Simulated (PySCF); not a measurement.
PySCF job for LiH, SMILES [LiH], IEF-PCM-PBE0/def2-TZVPD. The structure is a stationary point at PBE0-D3(BJ)/def2-TZVPD.

```python
import numpy as np
from pyscf import gto, scf, dft
from pyscf.solvent import pcm

mol = gto.M(
    atom='''
    Li    0.00000000    0.00000000   -0.39905522
    H     0.00000000    0.00000000    1.19716565
    ''',
    basis='def2-TZVPD',
    charge=0,
    spin=0,
    max_memory=1600,
    verbose=3,
)
mf = dft.RKS(mol, xc='pbe0').density_fit(auxbasis='def2-universal-jkfit')
mf.grids.level = 3
mf.conv_tol = 1e-9
mf.max_cycle = 100
mf.kernel()
res = {}
for name, eps in {'water': 78.355, 'ethylethanoate': 5.9867, 'chloroform': 4.7113}.items():
    s = mf.PCM()
    s.with_solvent.method, s.with_solvent.eps, s.with_solvent.lebedev_order = 'IEF-PCM', eps, 29
    s.kernel(mf.make_rdm1())
    res[name] = (s.e_tot, eps, s.dip_moment(), s.mo_energy, s.converged)
    print(f'{name}: electrostatic solvation free energy {(s.e_tot - mf.e_tot) * 627.509474:.3f} kcal/mol')
```

Program output:

```
converged SCF energy = -8.05122304408287

WARN: PCM is an experimental feature. It is still in testing.
Features and APIs may be changed in the future.

converged SCF energy = -8.08143666411366
Dipole moment(X, Y, Z, Debye): -0.00000,  0.00000, -6.92554
water: electrostatic solvation free energy -18.959 kcal/mol

WARN: PCM is an experimental feature. It is still in testing.
Features and APIs may be changed in the future.

converged SCF energy = -8.07417761757453
Dipole moment(X, Y, Z, Debye):  0.00000,  0.00000, -6.68273
ethylethanoate: electrostatic solvation free energy -14.404 kcal/mol

WARN: PCM is an experimental feature. It is still in testing.
Features and APIs may be changed in the future.

converged SCF energy = -8.07230425580576
Dipole moment(X, Y, Z, Debye): -0.00000, -0.00000, -6.61680
chloroform: electrostatic solvation free energy -13.229 kcal/mol
```

Self-consistency was reached.
